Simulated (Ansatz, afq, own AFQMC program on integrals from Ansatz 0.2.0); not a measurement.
**GeH$_{2}$⁻, doublet → GeH$_{2}$⁻, quartet**

```xyz
3

Ge    0.0000   -0.0307    0.0000
H     0.0000    1.1080   -1.1584
H     0.0000    1.1080    1.1584
```

E(quartet, charge -1) − E(doublet, charge -1) at this geometry, on UHF and UHF determinants.

Basis aug-cc-pVTZ. Noble-gas cores (and the filled d shells of Ga–Kr and In–Xe) are frozen. Integrals, coupled cluster, full CI and functionals: Ansatz 0.2.0; the random walks run on the same integrals in our own AFQMC program. The CISD trial takes its coefficients from CCSD amplitudes. Released means that phaseless walkers are propagated on without the constraint, phases kept. Uncertainties: one standard error, sampling alone. No spin–orbit coupling. The errors of all members are added in quadrature.

No full CI on the walks' own integrals is used here; CCSDT(Q) serves as the reference and is uncertain by about the last step of the cluster series. Each member takes its own surest rung, up to full CI.

Errors are counted within aug-cc-pVTZ, not against nature.

Cautions: inner d shell frozen; no relativity below Rb; no spin-orbit coupling; GeH₂⁻ (quartet): another spin lies lower, at this level and basis the anion state lies above a neutral one, raised T1 diagnostic (T1 0.046, weight of the determinant 0.89, largest double 0.04), the ph-AFQMC/CISD walk drifts between its halves (2.6 errors).

```csv
level,vertical spin gap (kJ/mol)
CCSD,292.7
MP2,291.1
```

From these cheaper values, estimate the vertical spin gap at the reference level in aug-cc-pVTZ.

295.4 kJ/mol (CCSDT(Q) in aug-cc-pVTZ).

```
         level  vertical spin gap (kJ/mol)  error against CCSDT(Q) (kJ/mol)
            HF                       223.1                            -72.3
       CCSD(T)                       295.4                              0.1
         CCSDT                       295.2                             -0.2
   ph-AFQMC/HF                 299.4 ± 2.8                        4.0 ± 2.8
 ph-AFQMC/CISD                 295.4 ± 0.6                        0.0 ± 0.6
released AFQMC                 295.2 ± 0.5                       -0.1 ± 0.5
```

Correlation beyond CCSD(T) changes it by less than 2 meV. The perturbative (T) step is worth +2.8 kJ/mol.

A walk keeps the symmetry of its determinant, which the program's search chose and which needn't be the lowest solution, so a lower state of the same spin and another symmetry isn't excluded. Released energies are given only where the last usable release times agree within the noise; a slower fall can still hide under it.
